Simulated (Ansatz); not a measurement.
Geometry optimisation, UKS PBE-D4/def2-SVP (Ansatz).

The input (input.yaml):

```yaml
crystal:
  periodic: [false, false, false]
  atoms:
    - { symbol: B, position_ang: [-0.052297, 0.001745, -0.080149] }
    - { symbol: F, position_ang: [0.027971, -0.498668, 1.158386] }
    - { symbol: H, position_ang: [0.950364, 0.453673, -0.602921] }
    - { symbol: "N", position_ang: [-1.279647, 0.000963, -0.755225] }
    - { symbol: H, position_ang: [-2.133555, -0.368157, -0.335869] }
    - { symbol: H, position_ang: [-1.395113, 0.377547, -1.694734] }
    - { symbol: H, position_ang: [-0.032123, 0.032897, 3.220512] }
magnetization:
  spin_polarized: true
  initial_magnetization: 1
basis:
  gaussian: { orbitals: def2-SVP }
hamiltonian:
  xc: pbe
  dispersion: d4
relax:
  f_tol: 0.03
  max_steps: 50
```

Launched with:

```bash
$ ansatz run input.yaml --threads 1 --pin off --max-ram 2048MiB --backend cpu --events-out ev --progress --plain --runs-dir out
```

Task: Where does it end, and by what steps?

Result: The run converged. After 6 steps the energy has fallen by 0.079 eV; H7 moved furthest, 0.68 Å.

| step | energy less start (eV) | largest force component (eV/Å) | accepted |
| --- | --- | --- | --- |
| 0 | 0.0000 | 0.545 | yes |
| 1 | -0.0320 | 0.251 | yes |
| 2 | -0.0530 | 0.385 | yes |
| 3 | -0.0650 | 0.353 | yes |
| 4 | -0.0773 | 0.067 | yes |
| 5 | -0.0780 | 0.055 | yes |
| 6 | -0.0787 | 0.017 | yes |

```xyz
7
Properties=species:S:1:pos:R:3
B 0.006 -0.011 -0.255
F 0.199 -0.528 0.975
H 0.961 0.428 -0.872
N -1.285 0.013 -0.798
H -2.105 -0.334 -0.298
H -1.484 0.390 -1.723
H -0.205 0.042 3.882
```

Whether the end is a true minimum wasn't checked by a vibrational analysis.

Time of the run: 20 s on 1 thread of Arm Neoverse V1 (shared host), peak memory 0.13 GiB.
